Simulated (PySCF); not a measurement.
**State search for SiH**

Unrestricted PBE0; Si STO-3G, H STO-3G; no relativity (PySCF 2.14). Outer shells of the fragments: Si 3s2 3p2; H 1s1.

Followed along the bond (rough minima from three points):

```json
{"2Ms+1": "2", "unpaired": "π ↑", "⟨S²⟩ at the start": "0.75", "R at minimum (Å)": "1.50", "Te (eV)": "0.00"}
{"2Ms+1": "4", "unpaired": "σ ↑, π ↑↑", "⟨S²⟩ at the start": "3.75", "R at minimum (Å)": "1.45", "Te (eV)": "2.29"}
```

Solutions found at the starting distance of 1.435 Å, counted from the lowest of them; the search is not exhaustive and high or unbound solutions are not listed, so other states can lie among these:

```tsv
2Ms+1	unpaired	term	E (eV)	⟨S²⟩	⟨Lz²⟩	μ (D)
2	π ↑	²Π	0.00	0.75	1.00	0.08
4	σ ↑, π ↑↑	⁴Σ⁻	2.24	3.75	0.00	-0.73
2	σ ↑, π ↑↓	mixed	3.53	1.76	2.00	-0.35
2	σ ↓, π ↑↑	mixed	3.64	1.77	0.00	0.04
```

A term symbol is given only where ⟨S²⟩ and ⟨Lz²⟩ are close to those of a pure state; real π, δ and φ orbitals otherwise mix terms. A positive dipole means Si(−)H(+).

Q: Compare the gap between the two lowest followed solutions at the starting distance with the gap between their minima.

A: At PBE0 the second solution (quartet, unpaired electrons σ ↑, π ↑↑) lies +2.24 eV from the first (doublet, unpaired electrons π ↑) at 1.435 Å and +2.29 eV at the minima; the two curves relax by different amounts, since their minima lie near 1.45 and 1.50 Å.

Counting both spins, an empty level lies below a filled one in some of these solutions, because spin and occupation are held. STO-3G is very small, so such numbers show the basis as much as the molecule.
